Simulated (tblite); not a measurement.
Compound: 3-methylcyclopentene, C₆H₁₀.
Atom-mapped SMILES: `[CH3:1][C@H:2]1[CH:3]=[CH:4][CH2:5][CH2:6]1` (hydrogens: H7, H8, H9 on C1; H10 on C2; H11 on C3; H12 on C4; H13, H14 on C5; H15, H16 on C6)

Cartesian coordinates in Å at the GFN2-xTB level; atoms count from 1:
```xyz
16
C6H10 angstrom
C      1.9932    0.0647    0.0335
C      0.5652   -0.0969    0.5464
C     -0.2180    1.1863    0.5090
C     -1.4177    1.0287   -0.0198
C     -1.6725   -0.3921   -0.4245
C     -0.2843   -1.0458   -0.3237
H      2.5539    0.7439    0.6722
H      2.5033   -0.8963    0.0208
H      1.9865    0.4682   -0.9772
H      0.6062   -0.4611    1.5811
H      0.1939    2.1021    0.8968
H     -2.1679    1.7913   -0.1416
H     -2.3830   -0.8530    0.2678
H     -2.0967   -0.4668   -1.4270
H     -0.3318   -2.0510    0.0917
H      0.1621   -1.1132   -1.3169
```

Computed values, GFN2-xTB/tblite, gas phase, harmonic and unscaled. Errors from tens to a few hundred cm⁻¹ against measured bands are possible. One conformer, not necessarily the lowest.

Harmonic wavenumbers (cm⁻¹): 80.9, 219.9, 268.6, 341.9, 489.1, 595.7, 736.4, 769.8, 843.6, 876.4, 883.8, 953.2, 978.9, 996.9, 1047.2, 1086.8, 1099.3, 1113.8, 1148.2, 1181.2, 1197.5, 1263.1, 1279.9, 1294.5, 1297.6, 1342.4, 1408.5, 1474.4, 1493.5, 1501.9, 1505.1, 1704.1, 2892.2, 2938.1, 2978.6, 2987.4, 3010.0, 3026.6, 3027.6, 3033.6, 3105.8, 3123.1.

A = 6661, B = 3253, C = 2423 MHz; mass 82.078 u (most abundant isotopes); point group C1, symmetry number 1.

Q: What is the zero-point energy?

A: ½Σν̃ = 31299 cm⁻¹ = 374.41 kJ/mol.

Q: Give the ideal-gas entropy at 298.15 K and 1 bar in the rigid-rotor, harmonic-oscillator model (classical rotation).

A: Translation 163.83, rotation 109.70, vibration 48.86: S = 322.4 J/(mol K).

Q: And Cp and H(298.15 K) − H(0)?

A: Cp = 103.38 J/(mol K), of which vibrations give 70.12 (their classical limit is 42 R = 349.2); H(298.15 K) − H(0) = 18.49 kJ/mol without the zero-point energy, 8.58 from vibrations.

Q: Blend soft modes into free rotors: weight 1/[1 + (100 cm⁻¹/ν̃)⁴] for the oscillator and the rest for a rotor with moment μB/(μ + B), μ = h/(8π²ν), B = 10⁻⁴⁴ kg m². What vibrational entropy results?

A: 46.57 J/(mol K) in place of 48.86, which changes −T·S at 298.15 K by +0.68 kJ/mol.

Q: What must be added to the electronic energy to get the Gibbs energy at 298.15 K and 1 bar?

A: ZPE + [H(298.15 K) − H(0)] − T·S = 374.41 + 18.49 − 96.12 = 296.78 kJ/mol.

Q: How do the functions run with temperature in this model?

A: 
| T (K) | S (J/(mol K)) | Cp (J/(mol K)) | H − H(0) (kJ/mol) | G − H(0) (kJ/mol) | ln q(vib) |
| --- | --- | --- | --- | --- | --- |
| 100 | 247.5 | 49.3 | 3.99 | -20.77 | 0.45 |
| 200 | 288.2 | 71.7 | 9.98 | -47.66 | 1.36 |
| 300 | 323.0 | 104.0 | 18.68 | -78.22 | 2.44 |
| 500 | 392.9 | 173.0 | 46.61 | -149.81 | 5.07 |
| 800 | 490.8 | 243.1 | 109.95 | -282.68 | 9.65 |
| 1000 | 548.5 | 273.7 | 161.78 | -386.71 | 12.77 |

q(vib) and H(0) count from the zero-point level.

Hindered rotation and anharmonicity are outside this model. Other conformers, if any are populated, would add a mixing term that is left out. The structure is chiral; the term R ln 2 for an equal mix with its mirror image is left out.
